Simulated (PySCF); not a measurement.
# C4H6FN: magnetic properties

Programs: PySCF 2.14.0, with routines of our own; each step states its level. All values are computed. Atoms count from 0.

### Step 1. The starting structure

12 atoms, charge 0, multiplicity 1; geometry from: GFN2-xTB.

### Step 2. Optimising the geometry at PBE0-D3(BJ)/def2-SVP

The job: settings as JSON, then the geometry in Å.

```
{"job": {"xc": "PBE0", "basis": "def2-SVP", "d3": "d3bj", "grid": 1, "kind": "geom"}, "charge": 0, "multiplicity": 1}
C     -2.449982     0.023508     0.302521
C     -1.185084    -0.111060    -0.082096
F     -0.787953    -1.322739    -0.592375
N     -0.290550     0.906488    -0.053721
C      0.972545     0.835924    -0.079770
C      1.869653    -0.354519    -0.077290
H     -2.795318     0.964333     0.683108
H     -3.133272    -0.803502     0.257129
H      1.473865     1.800252    -0.100556
H      1.367443    -1.252259     0.271016
H      2.741908    -0.156459     0.542163
H      2.217944    -0.530652    -1.096155
```

The run is started by

```
$ OMP_NUM_THREADS=1 python excited_run.py task.json out
```

This one command runs all jobs of the session in turn.

Q: Estimate the wall time and peak memory of this first job on 1 thread of Arm Neoverse N1, shared host.

About 35 s, with a peak of 0.49 GiB.
